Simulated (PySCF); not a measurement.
Calculation: PBE-D3(BJ)/def2-TZVP // PBE0-D3(BJ)/def2-SVP (PySCF). Isolated molecules, 0 K electronic values unless said otherwise. 

Reference species (SMILES): `N` (neutral, multiplicity 1).

```
Quantity         Result
-------------  --------
HOMO           -6.07 eV
dipole moment    1.75 D
```

Changed species: `S` (free base H2S; the reference has free base NH3).

Task: Predict the effect on the HOMO and dipole moment.

Result: the HOMO falls by 0.12 eV, to -6.19 eV; the dipole moment falls by 0.62 D, to 1.13 D.
